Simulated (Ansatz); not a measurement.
Reactions of `FC1(Cl)CCC1`.

Computed with Ansatz on PBE0-D4/def2-TZVP structures; ΔE is electronic, products minus reactants. CBS: MP2 limit from def2 TZ/QZ plus the TZ coupled-cluster correction, frozen cores. This one scheme is used for every species, atoms too. Double bonds are as drawn, so ΔE can hold a change between cis and trans. No spin–orbit coupling; open shells (•) take unrestricted orbitals. Spin–orbit coupling would lower the free atoms: a little for C, Cl, F. Each species was taken in one conformer, which may not be the lowest.

Task: Order these by ΔE at CCSD(T)/CBS, lowest first. (An estimate is asked.)
A. `FC1(Cl)CCC1` → `C[C@@]1(Cl)C[C@H]1F`
B. `FC1(Cl)CCC1` → 4 C• + Cl• + F• + 6 H•
C. `FC1(Cl)CCC1` + H₂ → `FC1CCC1` + HCl
D. `FC1(Cl)CCC1` → `C=C(C)C(F)Cl`
E. `FC1(Cl)CCC1` → `C/C(F)=C(/C)Cl`
F. `FC1(Cl)CCC1` → `CC/C=C(\F)Cl`

Result: C (-67.2 kJ/mol), E (-18.1 kJ/mol), D (-6.7 kJ/mol), F (+7.4 kJ/mol), A (+35.4 kJ/mol), B (+4781.5 kJ/mol).

Largest T1 diagnostic: 0.011, for `CC/C=C(\F)Cl`.
